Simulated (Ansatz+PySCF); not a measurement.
Values are calculated unless marked as measured or tabulated.
## Several solutions for doublet NO2

```yaml
atoms:
  - { symbol: N, position_ang: [0.0000, 0.0000, -0.3400] }
  - { symbol: O, position_ang: [0.0000, 1.1804, 0.1487] }
  - { symbol: O, position_ang: [0.0000, -1.1804, 0.1487] }
```

Basis set: def2-SVP (spherical functions). Charge 0, multiplicity 2.

UHF was run from several starts with Ansatz (development build ahead of 0.2.0) and PySCF 2.14.0.

```csv
run,program,start,converged,energy (hartree),<S²>
A,Ansatz,stability test followed,yes,-203.82932,1.26
B,PySCF,program defaults,yes,-203.81877,0.78
C,Ansatz,"atomic start, no search",yes,-203.81876,0.78
D,Ansatz,search for the lowest state,yes,-203.82932,1.26
E,PySCF,"guess minao, instabilities followed",yes,-203.82932,1.26
F,PySCF,"guess huckel, instabilities followed",yes,-203.82932,1.26
G,PySCF,"guess atom, instabilities followed",yes,-203.82932,1.26
H,PySCF,"guess 1e, instabilities followed",yes,-203.82932,1.26
```

Question: Which runs reached the lowest solution of this kind, and what is wrong with the others?

Answer: A, D, E, F, G, H reached the lowest solution found. Converged but too high: B by 0.29 eV, C by 0.29 eV. Convergence only shows a stationary point, and even a stable one can lie too high; stability tests and further starts are what find lower ones. Caution: the unrestricted determinant is spin contaminated. Caution: the determinant breaks the point group.
